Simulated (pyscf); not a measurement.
`[OH][B]([OH])[F]` + `[H][H]` -> `[OH][BH][OH]` + `[FH]`, a four-centre exchange (singlet surface; B–F, H–H broken, B–H, F–H formed). Single points on ωB97X-D3(BJ)/def2-SVP structures (PySCF, gas phase). Energies in eV from the separated reactants.

Small-basis levels: PySCF, no dispersion term, spherical d functions. AM1 to PM7: differences of heats of formation from MOPAC, which are fitted to 298 K values and so differ in kind from electronic energies by zero-point and thermal terms. Cost: rough CPU time at the saddle relative to B3LYP/6-31G*, from one job on a shared machine.

| level | barrier | reaction energy | cost |
|---|---|---|---|
| HF/STO-3G | 4.34 | +1.83 | 0.04 |
| SVWN5/6-31G* | 1.88 | +1.82 | 0.9 |
| BP86/6-31G* | 2.36 | +1.70 | 1 |
| PBE/6-31G* | 2.27 | +1.72 | 1 |
| B3LYP/3-21G | 2.47 | +2.24 | 0.7 |
| B3LYP/LANL2DZ | 2.47 | +1.20 | 0.8 |
| M06-2X/6-31G* | 2.70 | +1.73 | 3 |
| PBE/def2-SVP | 1.98 | +1.49 | 2 |
| PM6 | 3.23 | +2.54 | under 0.02 |
| ωB97M-D3(BJ)/def2-TZVP | 2.44 | +1.28 | – |

Against the last row the barrier runs from -0.56 (SVWN5/6-31G*) to +1.90 eV (HF/STO-3G). ωB97M-D3(BJ)/def2-TZVP has limits of its own. On the product side the descent ends in a complex, 0.27 eV under the separated species and 1.47 eV under the saddle at ωB97X-D3(BJ)/def2-TZVP. This is the saddle that the search found; another between the same sides may lie lower.
